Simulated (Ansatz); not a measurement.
# How well does each level of theory give the elastic constant C12 of hcp Be?

Reference value: 27.6 ± 0.8 GPa (measured, 0 K, extrapolated to 0 K; as tabulated in Elastic Constants of Single Crystal Beryllium, J. Appl. Phys., doi …).

### Question
Which of these levels comes closest to the reference?
(A) PBE (Ansatz, a first-principles code)
(B) LDA (Ansatz)
(C) r²SCAN (Ansatz)

### Answer
B, LDA (Ansatz)

```json
[
 {"level (code)": "LDA (Ansatz)", "value (GPa)": "25.8", "cell (Å³/atom)": "7.55", "difference (%)": "-6.5"},
 {"level (code)": "PBE (Ansatz)", "value (GPa)": "21.2", "cell (Å³/atom)": "7.91", "difference (%)": "-23"},
 {"level (code)": "r²SCAN (Ansatz)", "value (GPa)": "18.6", "cell (Å³/atom)": "7.91", "difference (%)": "-33"}
]
```

The best agreement in this table is that of LDA (-6.5 %). r²SCAN (-33 %) lies farthest from it. Of these only LDA lands within 20 %.

The reference has no zero-point or thermal correction, while the calculations are for a static lattice, so the differences are not the levels' errors alone.  Each level is taken at its own relaxed cell. Cutoffs differ between the levels. Ansatz's density-functional and Hartree–Fock values are scalar-relativistic unless marked +SOC, with PAW data made under PBE.

Differences are worked out from the printed values.
